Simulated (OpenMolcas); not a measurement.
# One shape, several levels: CH5AlO (SMILES [CH3][AlH][OH])

Wanted: a comparison of 6 runs (HF/3-21G, HF/aug-cc-pVDZ, B3LYP/aug-cc-pVDZ, BLYP/aug-cc-pVDZ, M06-L/aug-cc-pVDZ, SVWN5/aug-cc-pVDZ) of CH5AlO. 

The results are computed with OpenMolcas 26.06.

## Step 1: Starting point

CH5AlO has 8 atoms, charge 0, and is taken as a singlet. As SMILES, `[CH3][AlH][OH]`. One bond was lengthened or shortened from a relaxed shape.

Bond lengths: C1–Al2 1.941 Å, Al2–O3 1.701 Å, C1–H4 1.259 Å, C1–H5 1.092 Å, C1–H6 1.095 Å, Al2–H7 1.589 Å, O3–H8 0.956 Å. Angles: C1–Al2–O3 117.6°, C1–Al2–H7 124.2°, O3–Al2–H7 118.3°, Al2–C1–H4 111.0°, Al2–C1–H5 111.9°, Al2–C1–H6 111.2°, Al2–O3–H8 122.5°, H4–C1–H5 107.9°, H4–C1–H6 106.4°, H5–C1–H6 108.2°.

## Step 2: A single-point energy at HF/3-21G (run 1)

File job.input:

```
* CH5AlO Hartree-Fock

&GATEWAY
  BasLib=$CurrDir
  Coord
  8
  angstrom
  C       -0.845830       0.836333      -0.103935
  Al       0.511770      -0.540067      -0.272935
  O        0.476670      -1.822267       0.843765
  H       -0.325100       1.954500       0.149300
  H       -1.559330       0.609533       0.691265
  H       -1.403630       0.959133      -1.037835
  H        1.648870      -0.540367      -1.383235
  H        1.113270      -2.534967       0.826465
  Basis=3-21G
  Group=NoSym

&SEWARD

&SCF
  Thresholds=1e-10 1e-07 1e-07 1e-05
  PrOrbitals=0
```

The basis set 3-21G is read from a file made from the Basis Set Exchange's data (not shown).

The run is started by

```bash
export MOLCAS_MEM=1860
pymolcas job.input > job.log
```

Log:

```text
--- Start Module: gateway ---
[...]
--- Stop Module: gateway /rc=_RC_ALL_IS_WELL_ ---
--- Start Module: seward ---
[...]
      Basis functions           41
--- Stop Module: seward /rc=_RC_ALL_IS_WELL_ ---
--- Start Module: scf ---
[...]
       Convergence after  12 Iterations
[...]
::    Total SCF energy                               -355.6358392016
[...]
      Total spin, S                                     0.0000000000
[...]
      Total electronic charge=   32.000000
      Total            charge=   -0.000000
[...]
      Dipole Moment (debye):
      Origin of the operator (angstrom)=    0.1792   -0.5537    0.0687
                   X=  8.8249E-01               Y= -3.7004E-01               Z= -7.4729E-01           Total=  1.2142E+00
      Quadrupole Moment (debye*angstrom):
[...]
--- Stop Module: scf /rc=_RC_ALL_IS_WELL_ ---
[...]
```

Run time: 1.6 s. Hardware: 1 thread of Arm Neoverse V2, shared host; peak memory 0.37 GiB.

## Step 3: A single-point energy at HF/aug-cc-pVDZ (run 2)

File struct.xyz:

```xyz
8

C     -0.845830     0.836333    -0.103935
Al     0.511770    -0.540067    -0.272935
O      0.476670    -1.822267     0.843765
H     -0.325100     1.954500     0.149300
H     -1.559330     0.609533     0.691265
H     -1.403630     0.959133    -1.037835
H      1.648870    -0.540367    -1.383235
H      1.113270    -2.534967     0.826465
```

File calc.inp:

```
>>> EXPORT MOLCAS_PRINT=2
&GATEWAY
BasLib
$CurrDir
Coord
struct.xyz
Basis
aug-cc-pVDZ
Group
NoSym
&SEWARD
&SCF
Thresholds
1e-10 1e-07 1e-07 1e-05
PrOrbitals
1 2
```

The basis set aug-cc-pVDZ is read from a file made from the Basis Set Exchange's data (not shown).

The run is started by

```bash
export MOLCAS_MEM=1860
pymolcas calc.inp > calc.log
```

Log:

```text
--- Start Module: gateway ---
[...]
--- Stop Module: gateway /rc=_RC_ALL_IS_WELL_ ---
--- Start Module: seward ---
[...]
      Basis functions          118
--- Stop Module: seward /rc=_RC_ALL_IS_WELL_ ---
[...]
--- Start Module: scf ---
[...]
       Convergence after  12 Iterations
[...]
::    Total SCF energy                               -357.6168612528
[...]
      Total spin, S                                     0.0000000000
[...]
      Total electronic charge=   32.000000
      Total            charge=   -0.000000
[...]
      Dipole Moment (debye):
      Origin of the operator (angstrom)=    0.1792   -0.5537    0.0687
                   X=  4.9532E-01               Y= -1.2963E-01               Z= -5.8494E-01           Total=  7.7737E-01
      Quadrupole Moment (debye*angstrom):
[...]
--- Stop Module: scf /rc=_RC_ALL_IS_WELL_ ---
[...]
```

Run time: 13 s. Hardware: 1 thread of Arm Neoverse V2, shared host; peak memory 0.73 GiB.

Runs 3 to 5 aren't shown in full; the table further down has their settings and results.

## Step 4: A single-point energy at SVWN5/aug-cc-pVDZ (run 6)

struct.xyz is that of step 3.

File calc.inp:

```
* CH5AlO Kohn-Sham DFT

&GATEWAY
 BASLIB = $CurrDir
 COORD = struct.xyz
 BASIS = aug-cc-pVDZ
 GROUP = NoSym

&SEWARD
 GRIDINPUT
 Grid=UltraFine
 End of Grid

&SCF
 KSDFT = SVWN5
 THRESHOLDS = 1e-10 1e-07 1e-07 1e-05
 PRORBITALS = 1 2
```

The basis set aug-cc-pVDZ is read from a file made from the Basis Set Exchange's data (not shown).

The run is started by

```bash
export MOLCAS_MEM=1860
pymolcas calc.inp > calc.log
```

Log:

```text
--- Start Module: gateway ---
[...]
--- Stop Module: gateway /rc=_RC_ALL_IS_WELL_ ---
--- Start Module: seward ---
[...]
      Basis functions          118
--- Stop Module: seward /rc=_RC_ALL_IS_WELL_ ---
[...]
--- Start Module: scf ---
[...]
       Convergence after  15 Iterations
[...]
::    Total KS-DFT energy                            -356.8221812373
[...]
      Total spin, S                                     0.0000000000
[...]
      Total electronic charge=   32.000000
      Total            charge=   -0.000000
[...]
      Dipole Moment (debye):
      Origin of the operator (angstrom)=    0.1792   -0.5537    0.0687
                   X=  3.6268E-01               Y= -2.9814E-02               Z= -4.1092E-01           Total=  5.4889E-01
      Quadrupole Moment (debye*angstrom):
[...]
--- Stop Module: scf /rc=_RC_ALL_IS_WELL_ ---
[...]
```

Run time: 35 s. Hardware: 1 thread of Arm Neoverse V2, shared host; peak memory 0.74 GiB.

## Step 5: Overview of the runs

```csv
run,level,integration grid,energy (Eh),dipole moment (D),HOMO energy (eV),LUMO energy (eV),wall time
1,HF/3-21G,–,-355.635839,1.21,-10.96,2.42,1.6 s
2,HF/aug-cc-pVDZ,–,-357.616861,0.78,-11.15,0.77,13 s
3,B3LYP/aug-cc-pVDZ,UltraFine,-358.847747,0.62,-7.83,-0.86,45 s
4,BLYP/aug-cc-pVDZ,UltraFine,-358.779118,0.54,-6.64,-1.28,50 s
5,M06-L/aug-cc-pVDZ,UltraFine,-358.800279,0.64,-6.92,-0.78,71 s
6,SVWN5/aug-cc-pVDZ,UltraFine,-356.822181,0.55,-6.79,-1.56,35 s
```

## Step 6: What came out

| quantity | value |
| --- | --- |
| run 6: total energy | -356.82218 Eh |
| run 6: dipole moment | 0.55 D |
| run 6: HOMO energy | -6.79 eV |
| run 6: LUMO energy | -1.56 eV |
| run 6: HOMO–LUMO gap | 5.23 eV |

**Reading.** The dipole moment (its size) runs from 0.54 D (BLYP/aug-cc-pVDZ) to 1.21 D (HF/3-21G). The two ends differ in method and basis. The HOMO–LUMO gap runs from 5.23 eV (SVWN5/aug-cc-pVDZ) to 13.39 eV (HF/3-21G). Totals of different functionals can't be ranked against each other. All runs together took 3.6 min, the longest 71 s.
